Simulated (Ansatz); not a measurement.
Consider the formal loss of a carbene: `C=CC(C)CC` → `C=CCCC` + `[CH2]` (triplet).

Calculated with Ansatz (gas phase, PBE0-D4/def2-TZVP geometries, no zero-point term in ΔE). CBS: MP2 limit from def2 TZ/QZ plus the TZ coupled-cluster correction, frozen cores. This one scheme is used for every species. DFT in def2-TZVPP. Triplets are unrestricted, without spin–orbit coupling. One conformer a species, not always the lowest.

```
          species  PBE-D4 energy (Eh)
      `C=CC(C)CC`          -235.60395
         `C=CCCC`          -196.32901
`[CH2]` (triplet)           -39.10563
```

Problem. Work out ΔE.

Solution. ΔE = (-196.32901) + (-39.10563) − (-235.60395) = 0.16931 Eh = +444.5 kJ/mol. CCSD(T)/CBS gives +441.8 kJ/mol.

Largest T1 diagnostic among the species: 0.011.

In def2-TZVPP, CCSD(T) changes the Hartree–Fock value by +145.7 kJ/mol (the triples alone add +12.6 kJ/mol) and MP2 by +161.3 kJ/mol. The D4 term adds +15.4 kJ/mol with B3LYP and +8.6 kJ/mol with PBE0; it sums over pairs of atoms, weighted by their polarisabilities, and B3LYP, whose exchange is more repulsive, gets the larger term. From PBE to PBE0 (25 % exact exchange), in def2-TZVPP and without D4, ΔE moves by −6.7 kJ/mol.

B3LYP here is the variant with VWN-RPA as its local correlation; programs differ in this.
